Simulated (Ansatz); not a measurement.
Geometry optimisation, UKS PBE0/STO-3G (Ansatz 0.2.0).

Input:

```yaml
crystal:
  periodic: [false, false, false]
  atoms:
    - { symbol: C, position_ang: [-1.9759, 0.1899, -0.6155] }
    - { symbol: C, position_ang: [-1.0625, 0.0499, 0.2849] }
    - { symbol: C, position_ang: [0.3885, 0.2112, 0.0609] }
    - { symbol: C, position_ang: [1.2403, -1.0732, 0.3789] }
    - { symbol: O, position_ang: [0.8882, 1.2215, 0.9142] }
    - { symbol: O, position_ang: [0.7001, 0.6451, -1.2441] }
    - { symbol: H, position_ang: [-3.0428, 0.0975, -0.3677] }
    - { symbol: H, position_ang: [-1.752, 0.5424, -1.6545] }
    - { symbol: H, position_ang: [-1.3514, -0.2203, 1.3341] }
    - { symbol: H, position_ang: [2.25, -0.9419, 0.2929] }
    - { symbol: H, position_ang: [0.8611, -1.8869, -0.2804] }
    - { symbol: H, position_ang: [1.0138, -1.4039, 1.4307] }
    - { symbol: H, position_ang: [0.1929, 1.9766, 0.8183] }
    - { symbol: H, position_ang: [1.6367, 0.5628, -1.3239] }
magnetization:
  spin_polarized: true
basis:
  gaussian: { orbitals: STO-3G }
hamiltonian:
  xc: pbe0
relax:
  f_tol: 0.02
  max_steps: 40
output:
  orbitals: {}
```

Command:

```bash
$ ansatz run input.yaml --threads 1 --pin off --max-ram 2048MiB --backend cpu --events-out ev --progress --plain --runs-dir out
```

Problem. Where does it end, and by what steps?

Solution. The forces met the threshold. Limits of this set-up: minimal basis. After 15 steps the energy has fallen by 0.836 eV; H9 moved furthest, 0.17 Å.

```json
{"step": "0", "energy less start (eV)": "0.0000", "largest force component (eV/Å)": "5.407", "accepted": "yes"}
{"step": "1", "energy less start (eV)": "-0.6863", "largest force component (eV/Å)": "1.552", "accepted": "yes"}
{"step": "2", "energy less start (eV)": "-0.7430", "largest force component (eV/Å)": "1.778", "accepted": "yes"}
{"step": "3", "energy less start (eV)": "-0.8258", "largest force component (eV/Å)": "0.166", "accepted": "yes"}
{"step": "4", "energy less start (eV)": "-0.8292", "largest force component (eV/Å)": "0.116", "accepted": "yes"}
{"step": "5", "energy less start (eV)": "-0.8310", "largest force component (eV/Å)": "0.086", "accepted": "yes"}
{"step": "6", "energy less start (eV)": "-0.8329", "largest force component (eV/Å)": "0.053", "accepted": "yes"}
{"step": "7", "energy less start (eV)": "-0.8337", "largest force component (eV/Å)": "0.050", "accepted": "yes"}
{"step": "8", "energy less start (eV)": "-0.8341", "largest force component (eV/Å)": "0.027", "accepted": "yes"}
{"step": "9", "energy less start (eV)": "-0.8345", "largest force component (eV/Å)": "0.044", "accepted": "yes"}
{"step": "10", "energy less start (eV)": "-0.8348", "largest force component (eV/Å)": "0.044", "accepted": "yes"}
{"step": "11", "energy less start (eV)": "-0.8349", "largest force component (eV/Å)": "0.037", "accepted": "yes"}
{"step": "12", "energy less start (eV)": "-0.8353", "largest force component (eV/Å)": "0.029", "accepted": "yes"}
{"step": "13", "energy less start (eV)": "-0.8355", "largest force component (eV/Å)": "0.027", "accepted": "yes"}
{"step": "14", "energy less start (eV)": "-0.8355", "largest force component (eV/Å)": "0.029", "accepted": "yes"}
{"step": "15", "energy less start (eV)": "-0.8356", "largest force component (eV/Å)": "0.015", "accepted": "yes"}
```

```xyz
14
Properties=species:S:1:pos:R:3
C -2.023 0.259 -0.622
C -1.100 -0.017 0.294
C 0.415 0.189 0.072
C 1.217 -1.102 0.440
O 0.936 1.228 0.963
O 0.587 0.573 -1.321
H -3.092 0.129 -0.428
H -1.737 0.622 -1.614
H -1.373 -0.383 1.292
H 2.294 -0.919 0.331
H 0.923 -1.927 -0.221
H 1.014 -1.387 1.480
H 0.326 2.014 0.734
H 1.599 0.691 -1.370
```

Whether the end is a true minimum wasn't checked by a vibrational analysis.

Run time: 86 s on 1 thread of Intel(R) Xeon(R) Platinum 8259CL CPU @ 2.50GHz (Skylake/Cascade Lake) (shared host), peak memory 0.17 GiB.
